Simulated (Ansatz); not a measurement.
The input, for Ansatz 0.2.0:

```yaml
crystal:
  periodic: [false, false, false]
  atoms:
    - {symbol: B, position_ang: [0.001237, -0.000976, -0.265819]}
    - {symbol: N, position_ang: [0.000796, -0.009519, -1.012072]}
    - {symbol: N, position_ang: [0.026178, 0.021868, 0.368233]}
    - {symbol: H, position_ang: [-0.028211, -0.011373, 0.909659]}
basis:
  gaussian: {orbitals: def2-SVP}
magnetization: {spin_polarized: false, initial_magnetization: 2}
correlation: {active_space: {ras: {orbitals: [6, 2, 36], electrons: 14, max_holes: 2, max_particles: 2}, fixed_orbitals: true}}
```

```sh
$ ansatz run in.yaml --threads 1 --pin off --events-out ev --progress --plain --max-ram 2393MiB
```

Q: One thing in this input was set wrong on purpose, beside settings that are merely unusual. What is the gravest fault, and what does the program do?

A: Coordinates in the wrong unit (values in bohr typed as Å, so distances are 1.89 times too long). How the run ends: converged.
```
475 factors; integrals over basis functions are off by at most 8.5e-4 eV
mean field evaluation 1: about -3516.8759 eV, gradient 7.0e1 eV
mean field evaluation 2: about -3517.5064 eV, gradient 6.9e1 eV
mean field evaluation 4: about -3525.0480 eV, gradient 8.2e0 eV
mean field evaluation 8: about -3525.2264 eV, gradient 6.1e-1 eV
mean field evaluation 16: about -3525.2520 eV, gradient 3.1e-1 eV
mean field evaluation 32: about -3525.3338 eV, gradient 3.7e0 eV
mean field evaluation 64: about -3525.2503 eV, gradient 2.2e0 eV
mean field -3525.37847639 eV, -129.5552694200 hartree, gradient 1.8e-6 eV, S^2 2.000000; 8 other end points of the search recorded, 0 dependent functions left out
reference -3525.37847639 eV, -129.5552694200 hartree; 11, 9 occupied and 36, 38 virtual orbitals, 475 factors
state -3534.03657305 eV, -129.8734486035 hartree
Total energy: -3534.03657305 eV, -129.8734486035 hartree
```
